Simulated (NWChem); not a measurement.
# One shape, several levels: quartet CH4N

Aim: a comparison of 6 runs (U-wB97X/def2-TZVP, UB2PLYP/def2-TZVP, UB3LYP/def2-TZVP, UBHLYP/def2-TZVP, UCAM-B3LYP/def2-TZVP, UM06-2X/def2-TZVP) of quartet CH4N. 

The results are computed with NWChem 7.3.0.

## 1. The system as given

The species is CH4N (6 atoms), meant as a quartet with charge 0. As SMILES of the parent species, `C[NH]`. The coordinates come from a PBE0-D4/def2-TZVP relaxation. That shape belongs to the parent species and isn't relaxed for this state.

Bond lengths: C1–N2 1.430 Å, C1–H3 1.101 Å, C1–H4 1.091 Å, C1–H5 1.101 Å, N2–H6 1.025 Å. Angles: C1–N2–H6 106.9°, N2–C1–H3 111.4°, N2–C1–H4 110.8°, N2–C1–H5 111.7°, H3–C1–H4 108.5°, H3–C1–H5 105.6°, H4–C1–H5 108.6°.

## 2. The energy at U-wB97X/def2-TZVP (run 1)

The input, ch4n.nw:

```
start ch4n
memory 2200 mb
geometry units atomic noautosym nocenter noautoz
C  -0.12869035 -0.51646215 -0.44843201
N  -0.53706016  0.79954312  1.87536421
H  -0.50512379  0.70581271 -2.09003709
H  -1.34718575 -2.17564169 -0.57390982
H   1.84985290 -1.12835547 -0.64666428
H   0.66820716  2.31510348  1.88349003
end
basis spherical bse
* library def2-TZVP
end
dft
xc wb97x
mult 4
grid xfine
convergence energy 1e-08
maxiter 100
mulliken
end
task dft energy
```

On the command line:

```bash
$ nwchem ch4n.nw > ch4n.out
```

Log:

```text
[...]
          Wavefunction type:  spin polarized.
          No. of atoms     :     6
          No. of electrons :    17
[...]
          Charge           :     0
          Spin multiplicity:     4
[...]
          AO basis - number of functions:    86
[...]
              XC Information
              --------------
                       wb97x  Method XC Functional
                     Hartree-Fock (Exact) Exchange  1.000
                         wb97x Exchange Functional  1.000
                      wb97x Correlation Functional  1.000
[...]
 d= 0,ls=0.0,diis     1    -94.8546961463 -1.31D+02  6.99D-02  1.54D-01     4.0
[...]
 d= 0,ls=0.0,diis    14    -94.9240101292 -8.95D-09  7.70D-06  4.61D-10    54.6
[...]
         Total DFT energy =      -94.924010129207
      One electron energy =     -197.721071222869
           Coulomb energy =       80.167143968687
    Exchange-Corr. energy =      -13.639444465329
 Nuclear repulsion energy =       36.269361590304
[...]
      Total Density - Mulliken Population Analysis
     ---------------------------------------------
    Atom       Charge   Shell Charges
 -----------   ------   -------------------------------------------------------
    1 C    6     6.21   0.86  1.12  0.52  0.61 -0.04  1.32  1.25  0.51  0.02  0.04  0.01
    2 N    7     6.42   0.82  1.15  0.62  0.85 -0.16  1.41  1.39  0.28  0.00  0.04  0.00
    3 H    1     0.92   0.26  0.43  0.20  0.03
    4 H    1     0.88   0.27  0.46  0.13  0.02
    5 H    1     0.92   0.26  0.43  0.20  0.03
    6 H    1     1.66   0.23  0.33  1.04  0.06
[...]
      <S2> =      3.7590 (Exact =     3.7500)
[...]
```

It took 55 s on 1 thread of AMD EPYC 9R45 (Zen 5), shared host; peak memory 0.13 GiB.

## 3. The energy at UB2PLYP/def2-TZVP (run 2)

The input, ch4n.nw:

```
start ch4n
title "CH4N"
memory stack 880 mb heap 220 mb global 1100 mb
charge 0

geometry units angstroms noautosym nocenter noautoz
 C       -0.068100      -0.273300      -0.237300
 N       -0.284200       0.423100       0.992400
 H       -0.267300       0.373500      -1.106000
 H       -0.712900      -1.151300      -0.303700
 H        0.978900      -0.597100      -0.342200
 H        0.353600       1.225100       0.996700
end

basis spherical bse
 C library def2-TZVP
 N library def2-TZVP
 H library def2-TZVP
end

dft
 xc hfexch 0.53 becke88 0.47 lyp 0.73 mp2 0.27
 dftmp2 semidirect
 mult 4
 grid xfine
 convergence energy 1e-08
 iterations 100
 mulliken
end

mp2
 freeze core 2
end

task dft
```

On the command line:

```bash
$ nwchem ch4n.nw > ch4n.out
```

Log:

```text
[...]
          Wavefunction type:  spin polarized.
          No. of atoms     :     6
          No. of electrons :    17
[...]
          Charge           :     0
          Spin multiplicity:     4
[...]
          AO basis - number of functions:    86
[...]
              XC Information
              --------------
                     Hartree-Fock (Exact) Exchange  0.530
                    Becke 1988 Exchange Functional  0.470
              Lee-Yang-Parr Correlation Functional  0.730
[...]
 d= 0,ls=0.0,diis     1    -94.6945921907 -1.31D+02  7.18D-02  1.31D-01     2.0
[...]
 d= 0,ls=0.0,diis    14    -94.7683384196 -4.12D-09  5.44D-06  4.82D-11    26.5
[...]
         Total DFT energy =      -94.768338419576
      One electron energy =     -197.659678242742
           Coulomb energy =       80.113471603425
    Exchange-Corr. energy =      -13.491495991343
 Nuclear repulsion energy =       36.269364211084
[...]
      Total Density - Mulliken Population Analysis
     ---------------------------------------------
    Atom       Charge   Shell Charges
 -----------   ------   -------------------------------------------------------
    1 C    6     6.11   0.85  1.12  0.52  0.65 -0.16  1.30  1.27  0.49  0.02  0.04  0.01
    2 N    7     6.41   0.82  1.15  0.62  0.88 -0.20  1.40  1.42  0.27  0.01  0.04  0.00
    3 H    1     0.97   0.26  0.44  0.25  0.02
    4 H    1     0.91   0.27  0.46  0.15  0.02
    5 H    1     0.97   0.26  0.44  0.25  0.03
    6 H    1     1.64   0.23  0.33  1.03  0.05
[...]
      <S2> =      3.7607 (Exact =     3.7500)
[...]
  Basis functions       =     86
[...]
```

It took 29 s on 1 thread of AMD EPYC 9R45 (Zen 5), shared host; peak memory 0.2 GiB.

Runs 3 to 4 aren't shown in full; the table further down has their settings and results.

## 4. A single-point energy at UCAM-B3LYP/def2-TZVP (run 5)

The input, nw.nw:

```
start nw
title "CH4N"
memory total 2200 mb
geometry noautosym nocenter noautoz
 C     -0.068100    -0.273300    -0.237300
 N     -0.284200     0.423100     0.992400
 H     -0.267300     0.373500    -1.106000
 H     -0.712900    -1.151300    -0.303700
 H      0.978900    -0.597100    -0.342200
 H      0.353600     1.225100     0.996700
end
basis spherical bse
 C library def2-TZVP
 N library def2-TZVP
 H library def2-TZVP
end
dft
 xc xcamb88 1.00 lyp 0.81 vwn_5 0.19 hfexch 1.00
 cam 0.33 cam_alpha 0.19 cam_beta 0.46
 mult 4
 grid xfine
 convergence energy 1e-08
 direct
 iterations 100
 mulliken
 noprint "final vectors analysis"
end
task dft energy
```

On the command line:

```bash
$ nwchem nw.nw > nw.out
```

Log:

```text
[...]
          Wavefunction type:  spin polarized.
          No. of atoms     :     6
          No. of electrons :    17
[...]
          Charge           :     0
          Spin multiplicity:     4
[...]
          AO basis - number of functions:    86
[...]
              XC Information
              --------------
                     Hartree-Fock (Exact) Exchange  1.000
                   CAM-Becke88 Exchange Functional  1.000
                      VWN V Correlation Functional  0.190 local
              Lee-Yang-Parr Correlation Functional  0.810
[...]
 d= 0,ls=0.0,diis     1    -94.8465714029 -1.31D+02  7.56D-02  1.70D-01     3.5
[...]
 d= 0,ls=0.0,diis    14    -94.9131946618 -2.95D-09  3.90D-06  1.77D-10    47.8
[...]
         Total DFT energy =      -94.913194661754
      One electron energy =     -197.765355732453
           Coulomb energy =       80.198897362827
    Exchange-Corr. energy =      -13.616100503212
 Nuclear repulsion energy =       36.269364211084
[...]
      Total Density - Mulliken Population Analysis
     ---------------------------------------------
    Atom       Charge   Shell Charges
 -----------   ------   -------------------------------------------------------
    1 C    6     6.12   0.85  1.12  0.53  0.63 -0.15  1.34  1.23  0.51  0.02  0.04  0.01
    2 N    7     6.45   0.82  1.15  0.63  0.85 -0.15  1.42  1.36  0.32  0.00  0.04  0.00
    3 H    1     0.98   0.26  0.42  0.27  0.02
    4 H    1     0.90   0.27  0.45  0.17  0.02
    5 H    1     0.98   0.26  0.42  0.27  0.02
    6 H    1     1.57   0.23  0.33  0.95  0.05
[...]
      <S2> =      3.7574 (Exact =     3.7500)
[...]
```

It took 49 s on 1 thread of AMD EPYC 9R45 (Zen 5), shared host; peak memory 0.13 GiB.

## 5. A single-point energy at UM06-2X/def2-TZVP (run 6)

The input, geom.nw:

```
start geom
memory total 2200 mb
charge 0

geometry noautosym nocenter noautoz
  C    -0.068100   -0.273300   -0.237300
  N    -0.284200    0.423100    0.992400
  H    -0.267300    0.373500   -1.106000
  H    -0.712900   -1.151300   -0.303700
  H     0.978900   -0.597100   -0.342200
  H     0.353600    1.225100    0.996700
end

basis spherical bse
  * library def2-TZVP
end

dft
  xc m06-2x
  mult 4
  grid xfine
  convergence energy 1e-08
  iterations 100
  mulliken
  noprint "final vectors analysis"
end

task dft
```

On the command line:

```bash
$ nwchem geom.nw > geom.out
```

Log:

```text
[...]
          Wavefunction type:  spin polarized.
          No. of atoms     :     6
          No. of electrons :    17
[...]
          Charge           :     0
          Spin multiplicity:     4
[...]
          AO basis - number of functions:    86
[...]
              XC Information
              --------------
                       M06-2X Method XC Functional
                     Hartree-Fock (Exact) Exchange  0.540
                        M06-2X Exchange Functional  1.000
                      M06-2X Correlation Potential  1.000
[...]
 d= 0,ls=0.0,diis     1    -94.8455165531 -1.31D+02  8.36D-02  1.26D-01     2.6
[...]
 d= 0,ls=0.0,diis    14    -94.9069003845 -4.48D-09  1.90D-06  1.29D-10    36.5
[...]
         Total DFT energy =      -94.906900384513
      One electron energy =     -197.670761067178
           Coulomb energy =       80.103568345105
    Exchange-Corr. energy =      -13.609071873524
 Nuclear repulsion energy =       36.269364211084
[...]
      Total Density - Mulliken Population Analysis
     ---------------------------------------------
    Atom       Charge   Shell Charges
 -----------   ------   -------------------------------------------------------
    1 C    6     6.25   0.85  1.12  0.52  0.65 -0.10  1.31  1.32  0.51  0.02  0.05  0.01
    2 N    7     6.46   0.82  1.15  0.62  0.85 -0.14  1.40  1.37  0.33  0.00  0.04  0.00
    3 H    1     0.95   0.26  0.40  0.27  0.02
    4 H    1     0.87   0.27  0.43  0.15  0.02
    5 H    1     0.95   0.26  0.40  0.27  0.02
    6 H    1     1.53   0.23  0.32  0.93  0.05
[...]
      <S2> =      3.7583 (Exact =     3.7500)
[...]
```

Wall time 37 s (1 thread of AMD EPYC 9R45 (Zen 5), shared host); peak memory 0.13 GiB.

## 6. Overview of the runs

```
run                 level  frozen core orbitals  energy (Eh)  dipole moment (D)  HOMO energy (eV)   ⟨S²⟩  wall time
  1     U-wB97X/def2-TZVP                     –   -94.924010               4.38             -3.01  3.759       55 s
  2     UB2PLYP/def2-TZVP                     2   -94.873191               4.08             -1.91  3.761       29 s
  3      UB3LYP/def2-TZVP                     –   -94.973376               3.34             -1.30  3.757       24 s
  4      UBHLYP/def2-TZVP                     –   -94.906985               3.92             -1.91  3.760       27 s
  5  UCAM-B3LYP/def2-TZVP                     –   -94.913195               3.83                 –  3.757       49 s
  6     UM06-2X/def2-TZVP                     –   -94.906900               3.67                 –  3.758       37 s
```

## 7. Results

```
            quantity         value
 run 6: total energy  -94.90690 Eh
run 6: dipole moment        3.67 D
         run 6: ⟨S²⟩         3.758
```

**Reading.** The dipole moment (its size) runs from 3.34 D (UB3LYP/def2-TZVP) to 4.38 D (U-wB97X/def2-TZVP). Totals of different functionals can't be ranked against each other. All runs together took 3.7 min, the longest 55 s.
